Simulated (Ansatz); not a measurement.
This Ansatz (a quantum-chemistry and plane-wave program) input (PBE/6-31+G*) gives -76.33685 Eh with 23 basis functions. A basis named .json is the Basis Set Exchange file of that set (core-valence sets with the plain set on hydrogen).

Ansatz 0.2 input:
```yaml
crystal:
  periodic: [false, false, false]
  atoms:
    - {symbol: O, position_ang: [0.00702152, 0.00134342, 0.11666744]}
    - {symbol: H, position_ang: [-0.04995842, 0.75929218, -0.47415850]}
    - {symbol: H, position_ang: [-0.00621371, -0.77003954, -0.45918106]}
basis:
  gaussian:
    orbitals: 6-31+G_.json
hamiltonian:
  xc: {name: PBE}
magnetization: {spin_polarized: false}
```

Change:
```diff
- orbitals: 6-31+G_.json
+ orbitals: STO-3G
```

What does the run give now?

-75.22657 Eh (PBE/STO-3G, 7 functions), a change of +1110.28 mEh.
